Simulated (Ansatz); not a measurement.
Two isomers of C2H6N2: A = `C1NCN1`, B = `CC(=N)N`.

Calculated with Ansatz (gas phase, PBE0-D4/def2-TZVP geometries, no zero-point term in ΔE). CCSD(T)/CBS adds triple-zeta CCSD(T) − MP2 to the extrapolated MP2 energy (def2 sets, frozen cores). DFT in def2-TZVPP. B3LYP here is the variant with VWN-RPA as its local correlation; programs differ in this. Each species was taken in one conformer, which may not be the lowest.

(1) Which is lower in electronic energy at CCSD(T)/CBS, and by how much? (Estimate.)

(2) Give E(B) − E(A) in kcal/mol with LDA (SPW92), B2PLYP, ωB97M-V, CCSD(T)/def2-SVP, CCSD/def2-TZVPP, MP2/def2-TZVPP, B3LYP. (An estimate is asked.)

(3) Does the order hold for the free energy at 298.15 K (harmonic terms from PBE0-D4)? (An estimate is asked.)

Largest T1 diagnostic: 0.012.

Results:

(1) Computed: B, by 37.9 kcal/mol.

(2) Ansatz gave: LDA (SPW92) -36.8, B2PLYP -40.5, ωB97M-V -37.7, CCSD(T)/def2-SVP -37.5, CCSD/def2-TZVPP -36.9, MP2/def2-TZVPP -38.1, B3LYP -41.3. None reverses the order clearly.

(3) The calculation gave: Yes: G(B) − G(A) = -40.7 kcal/mol, for one conformer each.

From BLYP to BHLYP (50 % exact exchange), in def2-TZVPP and without D4, E(B) − E(A) moves by +3.8 kcal/mol. In def2-TZVPP, CCSD(T) changes the Hartree–Fock value by +1.9 kcal/mol (the triples alone add −0.6 kcal/mol) and MP2 by +1.4 kcal/mol.
